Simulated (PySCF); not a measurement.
Compound: 3-pentanol, C5H12O.
SMILES with atom numbers: `[CH3:1][CH2:2][CH:3]([OH:4])[CH2:5][CH3:6]` (hydrogens: H7, H8, H9 on C1; H10, H11 on C2; H12 on C3; H13 on O4; H14, H15 on C5; H16, H17, H18 on C6)

Geometry (GFN2-xTB, Å), atoms numbered from 1 in this order:
```
atom  x, y, z in Å
C1     2.492    0.475   -0.206
C2     1.211   -0.218   -0.655
C3     0.004    0.218    0.187
O4     0.195   -0.086    1.552
C5    -1.294   -0.407   -0.347
C6    -2.516    0.095    0.412
H7     3.350    0.088   -0.751
H8     2.652    0.315    0.858
H9     2.424    1.545   -0.381
H10    1.014    0.012   -1.703
H11    1.328   -1.302   -0.566
H12   -0.082    1.310    0.161
H13    0.283   -1.043    1.637
H14   -1.391   -0.169   -1.407
H15   -1.224   -1.495   -0.252
H16   -2.654    1.161    0.246
H17   -2.387   -0.068    1.480
H18   -3.413   -0.425    0.083
```

Computed, not measured: TDDFT CAM-B3LYP/def2-SVPD, vertical, gas phase, core orbitals frozen in the response (PySCF 2.14.0, density-fitted response routines).

Kohn–Sham orbitals with the atoms that hold most of them (Löwdin shares over 4%, at most four atoms; ? is withheld):

```tsv
orbital	ε (eV)	atoms
LUMO+2	1.90	C1 16%, C6 16%, H7 9%, H18 9%
LUMO+1	1.87	O4 17%, H12 14%, H16 8%, H9 8%
LUMO	1.23	?
HOMO	?	?
HOMO-1	-10.33	O4 27%, C3 19%, C2 11%, C5 10%
HOMO-2	-10.97	C5 15%, C2 14%, C6 13%, C1 12%
HOMO-3	-11.10	C6 17%, O4 17%, C1 16%, C5 11%
```

Which atoms hold the LUMO, and with what shares?

O4 (bonded to C and H) 16%; H13 (bonded to O) 12%; C2 (bonded to 2 C and 2 H) 10%; C5 (bonded to 2 C and 2 H) 10%. By element: carbon 19% or more, oxygen 16%, hydrogen 12% or more.

Which atoms hold the HOMO, and with what shares?

O4 (bonded to C and H) 49%; C3 (bonded to 2 C, O and H) 14%; C5 (bonded to 2 C and 2 H) 11%; C2 (bonded to 2 C and 2 H) 11%. By element: oxygen 49%, carbon 36% or more.

What is the HOMO energy, and the HOMO–LUMO gap?

ε(HOMO) = -9.23 eV; the gap is 10.46 eV (0.3842 hartree).

The HOMO–LUMO gap is 10.46 eV. Where does the response calculation put the lowest singlet, and from which orbitals?

S1 is at 7.08 eV (f = 0.0078), 3.38 eV below the gap, made of HOMO→LUMO (79%). 

Give energy, strength and leading configuration of S1 and S4, and follow the Löwdin shares of the leading atoms from the occupied to the empty orbital.

- S1 (7.08 eV, f 0.0078), HOMO→LUMO (79%): O4 49% → 16%, C3 14% → at most 10%, H13 at most 11% → 12%
- S4 (8.48 eV, f 0.019), HOMO-1→LUMO (84%): O4 27% → 16%, C3 19% → at most 10%, H13 at most 11% → 12%

Löwdin shares depend on the basis, the more so with diffuse functions.

Time: 46 s wall. Hardware: one thread of an Arm Neoverse V1, no GPU, on a shared host.

One conformer stands for the species.
